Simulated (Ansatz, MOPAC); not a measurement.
**C6H12 (methylcyclopentane): the atomisation enthalpy at 298 K, rung by rung**

C6H12 has 18 atoms, charge 0, and is taken as a singlet. SMILES: `CC1CCCC1`. The coordinates come from a PBE0-D4/def2-TZVP relaxation. This is one conformer, not always the lowest.

```xyz
18

C     1.2058   -1.7827    0.2056
C     0.6536   -0.3737    0.2648
C     0.4030    0.2695   -1.0963
C    -0.4900    1.4771   -0.7957
C    -1.2282    1.1309    0.5192
C    -0.7166   -0.2549    0.9268
H     0.5229   -2.4398   -0.3424
H     2.1742   -1.8132   -0.3007
H     1.3406   -2.2032    1.2056
H     1.3575    0.2631    0.8189
H    -0.1295   -0.4505   -1.7295
H     1.3239    0.5377   -1.6201
H     0.1190    2.3747   -0.6626
H    -1.1798    1.6884   -1.6152
H    -0.9914    1.8665    1.2918
H    -2.3133    1.1443    0.4002
H    -0.6829   -0.3974    2.0097
H    -1.3689   -1.0369    0.5199
```

Each level gives the atomisation enthalpy at 298 K (kJ/mol). The values are calculated. The thermal term (zero-point and 298 K enthalpy, harmonic and unscaled) is that of MNDO; the spin-orbit lowering of the free atoms at 298 K, 0.1 kJ/mol by their spectra, is taken off.

**What was measured.** CRC Handbook of Chemistry and Physics gives the atomisation enthalpy at 298 K of the gas as 7023 kJ/mol.

```
                                 level                    kind  program  value (kJ/mol)  computed − measured  CPU time (all runs)
       HF/6-31G* (spherical functions)            Hartree–Fock   Ansatz            5234                -1789                6.8 s
    SVWN5/6-31G* (spherical functions)                     LDA   Ansatz            8030                +1007                 10 s
     BLYP/6-31G* (spherical functions)                     GGA   Ansatz            6904                 -119                 15 s
      PBE/6-31G* (spherical functions)                     GGA   Ansatz            7145                 +122                 14 s
   r2SCAN/6-31G* (spherical functions)                meta-GGA   Ansatz            7010                  -13                 27 s
    B3LYP/6-31G* (spherical functions)           global hybrid   Ansatz            6968                  -55                 18 s
CAM-B3LYP/6-31G* (spherical functions)  range-separated hybrid   Ansatz            7040                  +17                 19 s
   B2PLYP/6-31G* (spherical functions)           double hybrid   Ansatz            6811                 -212                 22 s
     CCSD/6-31G* (spherical functions)   coupled cluster or CI   Ansatz            6364                 -659                 49 s
```

Nearest: r2SCAN/6-31G* (spherical functions) (-13 kJ/mol); farthest: HF/6-31G* (spherical functions) (-1789 kJ/mol). Computed less measured by kind, in kJ/mol (of the ab initio rows, those in 6-31G*): Hartree–Fock -1789; LDA +1007; GGA -119 to +122; meta-GGA -13; global hybrid -55; range-separated hybrid +17; double hybrid -212; coupled cluster or CI -659. In a finite basis correlated wave-function methods underbind, so their errors here aren't those of the basis-set limit. Times are those of the runs behind each value, whatever else they computed, on shared processors of several kinds: orders of magnitude only.
